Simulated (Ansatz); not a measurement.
**FH: molecular dynamics**

The plan is to follow the molecule's vibrations and see whether its bonds hold. The start is relaxed first. Runs: 600 steps of 0.25 fs at constant energy, with velocities drawn for 400 K. SMILES of the start: F.

Program: Ansatz 0.2.0. Level of theory: RKS PBE/STO-3G. These are calculated values, not measurements.

### 1 The system as given

Bond lengths: F1–H2 0.933 Å.

Structure file:

```xyz
2

F    -0.3954    0.1465   -0.1990
H     0.3954   -0.1465    0.1990
```

### 2 Relaxing the start

input.yaml

```yaml
crystal:
  periodic: [false, false, false]
  atoms:
    - { symbol: F, position_ang: [-0.39537, 0.14653, -0.19903] }
    - { symbol: H, position_ang: [0.39537, -0.14653, 0.19903] }
basis:
  gaussian: { orbitals: STO-3G }
hamiltonian:
  xc: pbe
relax:
  f_tol: 0.02
  max_steps: 40
scf:
  lower_state_search: "off"
```

Started as:

```sh
$ ansatz run input.yaml --threads 1 --pin off --max-ram 2048MiB --backend cpu --events-out ev --progress --plain --runs-dir out
```

The log of the run, shortened:

```text
Warning: RAYON_NUM_THREADS=1 ignored (pool sized by the plan → 1); use --threads N
[...]
Functional definition: PBE
[...]
77 factors; integrals over basis functions are off by at most 1.2e-6 eV
[...]
mean field -2689.09720311 eV, -98.8224994788 hartree, gradient 1.1e-6 eV, S^2 0.000000; 0 other end points of the search recorded, 0 dependent functions left out
[...]
reference -2689.09721242 eV, -98.8224998208 hartree; 5, 5 occupied and 1, 1 virtual orbitals, 77 factors
relax step   1: F+E_penalty+E_count = -2689.09720311 eV  Δ(F+E_penalty+E_count) = +0.000e0 eV  max|allowed force component| = 3.853e0 eV/Å  Δτ_max = 0.0000 Å  (9 SCF iters, accepted)
[...]
relax step   3: F+E_penalty+E_count = -2689.25110082 eV  Δ(F+E_penalty+E_count) = -3.064e-3 eV  max|allowed force component| = 6.144e-2 eV/Å  Δτ_max = 0.0048 Å  (13 SCF iters, accepted)
[...]
relax step   4: F+E_penalty+E_count = -2689.25115303 eV  Δ(F+E_penalty+E_count) = -5.222e-5 eV  max|allowed force component| = 7.469e-3 eV/Å  Δτ_max = 0.0008 Å  (9 SCF iters, accepted)
Total energy: -2689.25116209 eV, -98.8281573668 hartree
Atom 0 at    -0.426465     0.158054    -0.214683 Å, force     0.007469    -0.002768     0.003760 eV/Å
Atom 1 at     0.426465    -0.158054     0.214683 Å, force    -0.007469     0.002768    -0.003760 eV/Å
Dipole moment:     0.191588    -0.071005     0.096446 e Å
Checks for a lower state left out: stability, starts, cluster_reference, orbital_swaps, neighbouring_geometries, increment
```

It took 0.43 s on 1 thread of Intel Xeon at 2.70GHz, shared host; peak memory 0.085 GiB.

Step by step:

```csv
step,energy from step 1 (eV),largest force component (eV/Å)
1,0.0000,3.8528
2,-0.1508,0.4808
3,-0.1539,0.0614
4,-0.1540,0.0075
```

Step 1 is the start.

After: Bond lengths: F1–H2 1.006 Å.

### 3 Dynamics

600 steps of 0.25 fs at constant energy, with velocities drawn for 400 K, from the relaxed start.

input.yaml

```yaml
crystal:
  periodic: [false, false, false]
  atoms:
    - { symbol: F, position_ang: [-0.426465, 0.158054, -0.214683] }
    - { symbol: H, position_ang: [0.426465, -0.158054, 0.214683] }
basis:
  gaussian: { orbitals: STO-3G }
hamiltonian:
  xc: pbe
md:
  timestep: 0.25
  n_steps: 600
  ensemble: nve
  temperature: 400.0
  initial_velocities: maxwell_boltzmann
  seed: 158319
scf:
  lower_state_search: "off"
```

Started as:

```sh
$ ansatz run input.yaml --threads 1 --pin off --max-ram 2048MiB --backend cpu --events-out ev --progress --plain --runs-dir out
```

The log of the run, shortened:

```text
Warning: RAYON_NUM_THREADS=1 ignored (pool sized by the plan → 1); use --threads N
[...]
[... 1 set-up line as earlier in the session ...]
[...]
77 factors; integrals over basis functions are off by at most 1.2e-6 eV
[...]
mean field -2689.25115303 eV, -98.8281570339 hartree, gradient 7.8e-7 eV, S^2 0.000000; 0 other end points of the search recorded, 0 dependent functions left out
[...]
reference -2689.25116208 eV, -98.8281573667 hartree; 5, 5 occupied and 1, 1 virtual orbitals, 77 factors
md step     0: t =     0.00 fs  T =   400.0 K  F+E_penalty+E_count = -2689.25115303 eV  E_kin = 0.017235 eV  conserved = -2689.23391836 eV  (9 SCF iters)
[...]
md step    20: t =     5.00 fs  T =   369.8 K  F+E_penalty+E_count = -2689.24984719 eV  E_kin = 0.015935 eV  conserved = -2689.23391208 eV  (9 SCF iters)
[...]
md step    40: t =    10.00 fs  T =   213.5 K  F+E_penalty+E_count = -2689.24304938 eV  E_kin = 0.009197 eV  conserved = -2689.23385191 eV  (9 SCF iters)
[...]
md step    60: t =    15.00 fs  T =    94.1 K  F+E_penalty+E_count = -2689.23787119 eV  E_kin = 0.004056 eV  conserved = -2689.23381527 eV  (9 SCF iters)
[...]
md step    80: t =    20.00 fs  T =     3.6 K  F+E_penalty+E_count = -2689.23394522 eV  E_kin = 0.000156 eV  conserved = -2689.23378970 eV  (9 SCF iters)
md step    81: t =    20.25 fs  T =     2.0 K  F+E_penalty+E_count = -2689.23387725 eV  E_kin = 0.000088 eV  conserved = -2689.23378926 eV  (6 SCF iters)
```

### 4 More of the same log: dynamics from the start

Output, continued, shortened:

```text
md step    82: t =    20.50 fs  T =    22.3 K  F+E_penalty+E_count = -2689.23475513 eV  E_kin = 0.000960 eV  conserved = -2689.23379501 eV  (9 SCF iters)
[...]
md step   107: t =    26.75 fs  T =   400.0 K  F+E_penalty+E_count = -2689.25115362 eV  E_kin = 0.017235 eV  conserved = -2689.23391852 eV  (10 SCF iters)
[...]
md step   132: t =    33.00 fs  T =    57.9 K  F+E_penalty+E_count = -2689.23629504 eV  E_kin = 0.002494 eV  conserved = -2689.23380130 eV  (9 SCF iters)
[...]
md step   157: t =    39.25 fs  T =   225.1 K  F+E_penalty+E_count = -2689.24355500 eV  E_kin = 0.009699 eV  conserved = -2689.23385557 eV  (8 SCF iters)
[...]
md step   182: t =    45.50 fs  T =   263.0 K  F+E_penalty+E_count = -2689.24519963 eV  E_kin = 0.011332 eV  conserved = -2689.23386768 eV  (9 SCF iters)
md step   183: t =    45.75 fs  T =   196.1 K  F+E_penalty+E_count = -2689.24229545 eV  E_kin = 0.008449 eV  conserved = -2689.23384650 eV  (9 SCF iters)
md step   184: t =    46.00 fs  T =   130.1 K  F+E_penalty+E_count = -2689.23943016 eV  E_kin = 0.005604 eV  conserved = -2689.23382643 eV  (9 SCF iters)
```

### 5 The output, continued: dynamics from the start

Output, continued, shortened:

```text
md step   185: t =    46.25 fs  T =    72.2 K  F+E_penalty+E_count = -2689.23692064 eV  E_kin = 0.003111 eV  conserved = -2689.23380938 eV  (9 SCF iters)
[...]
md step   207: t =    51.75 fs  T =    31.5 K  F+E_penalty+E_count = -2689.23514608 eV  E_kin = 0.001355 eV  conserved = -2689.23379100 eV  (9 SCF iters)
[...]
md step   229: t =    57.25 fs  T =   266.7 K  F+E_penalty+E_count = -2689.24535893 eV  E_kin = 0.011490 eV  conserved = -2689.23386887 eV  (9 SCF iters)
[...]
md step   251: t =    62.75 fs  T =   381.6 K  F+E_penalty+E_count = -2689.25035041 eV  E_kin = 0.016441 eV  conserved = -2689.23390925 eV  (10 SCF iters)
[...]
md step   598: t =   149.50 fs  T =     0.0 K  F+E_penalty+E_count = -2689.23377879 eV  E_kin = 0.000000 eV  conserved = -2689.23377862 eV  (8 SCF iters)
md step   599: t =   149.75 fs  T =    13.2 K  F+E_penalty+E_count = -2689.23435410 eV  E_kin = 0.000570 eV  conserved = -2689.23378385 eV  (9 SCF iters)
[...]
md step   600: t =   150.00 fs  T =    51.9 K  F+E_penalty+E_count = -2689.23603668 eV  E_kin = 0.002238 eV  conserved = -2689.23379900 eV  (9 SCF iters)
Total energy: -2689.23604581 eV, -98.8276018538 hartree
Atom 0 at    -0.425425     0.157669    -0.214159 Å, force    -1.088125     0.403275    -0.547763 eV/Å
Atom 1 at     0.406864    -0.150789     0.204816 Å, force     1.088125    -0.403275     0.547763 eV/Å
Dipole moment:     0.196204    -0.072716     0.098769 e Å
Checks for a lower state left out: stability, starts, cluster_reference, orbital_swaps, neighbouring_geometries, increment
```

It took 51 s on 1 thread of Intel Xeon at 2.70GHz, shared host; peak memory 0.075 GiB.

### 6 Frames and traces

The trajectory, every 43 steps (energies from step 0):

```csv
time (fs),T (K),potential energy change (meV/atom),total energy change (meV/atom)
0.0,400,0.0,0.00
10.8,38,7.9,0.06
21.5,250,3.3,0.03
32.2,262,3.0,0.02
43.0,64,7.3,0.06
53.8,390,0.2,0.00
64.5,11,8.4,0.06
75.2,305,2.1,0.02
86.0,198,4.4,0.03
96.8,118,6.1,0.05
107.5,362,0.8,0.01
118.2,0,8.7,0.06
129.0,352,1.1,0.01
139.8,134,5.8,0.04
150.0,52,7.6,0.06
```

time (fs), T (K) and a bar:
```
      0.0        400 ##############################
      6.5         15 #
     13.0        348 ##########################
     19.5         69 #####
     26.0        294 ######################
     32.5        190 ##############
     39.2        225 #################
     45.8        196 ###############
     52.2        148 ###########
     58.8        328 #########################
     65.2         43 ###
     71.8        371 ############################
     78.2          3 
     84.8        395 ##############################
     91.2         12 #
     97.8        372 ############################
    104.2         85 ######
    110.8        259 ###################
    117.5         99 #######
    124.0        257 ###################
    130.5        229 #################
    137.0        123 #########
    143.5        297 ######################
    150.0         52 ####
```

Maxima of the velocity power spectrum (cm⁻¹, relative height; resolution about 440 cm⁻¹): 3720 (100).

### 7 Frames from the trajectory

Extended XYZ, with forces in eV/Å:

```xyz
2
time_fs=18.8 T=259 dE=0.0061
F    -0.427    0.158   -0.215    0.636   -0.236    0.320
H     0.439   -0.163    0.221   -0.636    0.236   -0.320
2
time_fs=37.5 T=41 dE=0.0156
F    -0.428    0.159   -0.215    0.996   -0.369    0.501
H     0.447   -0.166    0.225   -0.996    0.369   -0.501
2
time_fs=56.2 T=31 dE=0.0160
F    -0.428    0.159   -0.215    1.009   -0.374    0.508
H     0.447   -0.166    0.225   -1.009    0.374   -0.508
2
time_fs=75.0 T=242 dE=0.0069
F    -0.427    0.158   -0.215    0.672   -0.249    0.338
H     0.440   -0.163    0.222   -0.672    0.249   -0.338
2
time_fs=93.8 T=399 dE=0.0000
F    -0.426    0.158   -0.215    0.058   -0.021    0.029
H     0.427   -0.158    0.215   -0.058    0.021   -0.029
2
time_fs=112.5 T=273 dE=0.0055
F    -0.426    0.158   -0.214   -0.643    0.238   -0.324
H     0.414   -0.154    0.209    0.643   -0.238    0.324
2
time_fs=131.2 T=36 dE=0.0158
F    -0.425    0.158   -0.214   -1.114    0.413   -0.561
H     0.406   -0.151    0.205    1.114   -0.413    0.561
2
time_fs=150.0 T=52 dE=0.0151
F    -0.425    0.158   -0.214   -1.088    0.403   -0.548
H     0.407   -0.151    0.205    1.088   -0.403    0.548
```

### 8 Summary of results

| quantity | value |
| --- | --- |
| relaxation of the start | 3 moves, 0.154 eV lower |
| length | 600 steps of 0.25 fs |
| temperature, first and last step | 400 and 52 K |
| temperature, second half | mean 200 K, from 0 to 400 K |
| potential energy, second half | +4 meV/atom from the start |
| largest change of the total energy | 0.07 meV/atom |
| bonds formed or broken | 0 |

The temperature starts at 400 K and averages 200 K in the second half, where it ranges from 0 to 400 K; a mean near half the start is what vibrations about a minimum give, since they share energy equally between motion and strain. The total energy strays from its start by at most 0.07 meV/atom, 1.6 % of the mean kinetic energy, which is good for a step of 0.25 fs. The bonding pattern survives the run. 150 fs on 2 atoms is far too short and small for converged averages. The nuclei move classically, without zero-point motion, which matters most for hydrogen. The basis is very small, so the numbers are rough.
